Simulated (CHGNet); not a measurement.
**bcc Li**

These are the machine-learned potential CHGNet 0.3.0 (trained on PBE and PBE+U data) values and carry that method's errors.

Cell (relaxed at this level):

```
CELL_PARAMETERS angstrom
     -1.70433     1.70433     1.70433
      1.70433    -1.70433     1.70433
      1.70433     1.70433    -1.70433
ATOMIC_POSITIONS crystal
  Li 0.00000 0.00000 0.00000
```

```
Property                    Value
------------------------  -------
vacancy formation energy  0.31 eV
```

Measured, for comparison: vacancy formation energy 0.4 eV (not corrected to a static lattice, monovacancy; as tabulated in Riffe and Christensen (2024), arXiv:2406.09527). Computed (rounded) less measured: vacancy formation energy within the reference's last digit.

A machine-learned potential is trained on density-functional data: it inherits that level's misses and adds fitting errors of its own.

Note: this model's volume lies 7 % below that of the starting cell (a measured, published or database cell).
